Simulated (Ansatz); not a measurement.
**BNH (quartet): the correlation ladder at distance B1–H3 = 1.653 Å, 6-31G**

Aim: climb from Hartree-Fock through coupled cluster and multireference methods for BNH (quartet) at one geometry and basis, and see what each rung misses.

Computed with Ansatz 0.2.0, Gaussian basis. Level: 6-31G, core rule «outside noble gas», up to 2 orbitals frozen.

The runs, in order: UHF; CCSD(T) on ROHF; CCSD(T) on UHF; BCCD(T) on ROHF; CISD; CCSDT(Q) on ROHF; CCSDT(Q) on UHF; CCSDTQ on ROHF; CASSCF and MRCISD+Q, 5 electrons in 5 orbitals; CASSCF and NEVPT2, 5 electrons in 5 orbitals; CASSCF and MRCISD+Q, 9 electrons in 9 orbitals; CASSCF and NEVPT2, 9 electrons in 9 orbitals; Full CI.

17 further runs of the same task are left out: 12 that didn't finish, 5 set aside as unsound or not needed.

**1. The system**

The geometry derives from a PBE0/def2-TZVP stationary point (not a proven minimum). One bond is set to the value named and the two fragments are kept rigid.

3 atoms, charge 0, spin multiplicity 4.

Atoms are counted from 1 here; the program's logs count them from 0.

Bond lengths: B1–N2 1.503 Å.

Geometry (Å):

```xyz
3
BHN
B     0.0000   -0.1991    0.7624
N     0.0000    0.0736   -0.7156
H     0.0000    1.1129    1.7679
```

**2. UHF**

Contents of in.yaml:

```yaml
crystal:
  periodic: [false, false, false]
  atoms:
    - {symbol: B, position_ang: [0.000000, -0.199080, 0.762352]}
    - {symbol: N, position_ang: [0.000000, 0.073573, -0.715637]}
    - {symbol: H, position_ang: [0.000000, 1.112913, 1.767878]}
basis:
  gaussian: {orbitals: 6-31G}
magnetization: {spin_polarized: true, initial_magnetization: 3}
hamiltonian: {xc: hf}
output: {orbitals: {seedname: orbitals}}
```

Launch:

```bash
$ ansatz run in.yaml --threads 1 --pin off --events-out ev --progress --plain --max-ram 2393MiB
```

After this run come: CCSD(T) on ROHF; CCSD(T) on UHF; BCCD(T) on ROHF; CISD; CCSDT(Q) on ROHF; CCSDT(Q) on UHF; CCSDTQ on ROHF; CASSCF and MRCISD+Q, 5 electrons in 5 orbitals; CASSCF and NEVPT2, 5 electrons in 5 orbitals; CASSCF and MRCISD+Q, 9 electrons in 9 orbitals; CASSCF and NEVPT2, 9 electrons in 9 orbitals; Full CI.

Q: Predict the results of all the runs planned. Wanted: FCI below the RHF energy; RMP2 from FCI; UMP2 from FCI; RCCSD from FCI; RCCSD(T) from FCI; UCCSD(T) from FCI; RCCSDT(Q) from FCI; UCCSDT(Q) from FCI; NEVPT2 pair from FCI.

**Answer**, as computed:

| quantity | value |
| --- | --- |
| FCI below the RHF energy | -3.4679 eV |
| RMP2 from FCI | +903.3 meV |
| UMP2 from FCI | +883.4 meV |
| RCCSD from FCI | +121.0 meV |
| RCCSD(T) from FCI | +38.3 meV |
| UCCSD(T) from FCI | +35.8 meV |
| RCCSDT(Q) from FCI | +1.1 meV |
| UCCSDT(Q) from FCI | -0.7 meV |
| NEVPT2 pair from FCI | +688.3 meV |
| NEVPT2 valence from FCI | +368.2 meV |
| MRCISD+Q valence from FCI | +18.5 meV |
| levels within 1 kcal/mol (43 meV) | RCCSD(T), UCCSD(T), BCCD(T), RCCSDT, UCCSDT, RCCSDT(Q), UCCSDT(Q), RCCSDTQ, MRCISD+Q valence |
| T1 diagnostic | 0.037 |
| effectively unpaired electrons | 3.05 |

**Reading.** RCCSD(T) misses by +38.3 meV, 1.1 % of the correlation energy. One determinant dominates. Of the multireference levels listed MRCISD+Q valence comes nearest in total energy (+18.5 meV), which doesn't show that its space is the better one. These misses are within one basis, not against nature; the frozen cores of restricted and unrestricted runs differ, which can shift their rows.
